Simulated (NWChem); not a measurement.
Species: LiH; SMILES [LiH]

Computed with NWChem. Pople sets run with spherical d functions. The geometry was optimised at PBE-D3(BJ)/def2-SVP. Gas phase, vertical.

B3LYP/6-31+G*, TDA puts singlet state 1 at 3.47 eV with oscillator strength 0.090.

Give the wavelength, the transition dipole and the radiative lifetime of that state in vacuum.


1. λ = 1239.84/3.47 = 357 nm, or 27990 cm⁻¹.
2. f = (2/3) ΔE μ² in atomic units, so μ = √(1.5 f/ΔE) = 1.03 a.u. = 2.62 D.
3. τ = 1.499 s cm⁻² / (f ν²) = 21 ns, for a non-degenerate state that emits at the vertical energy.
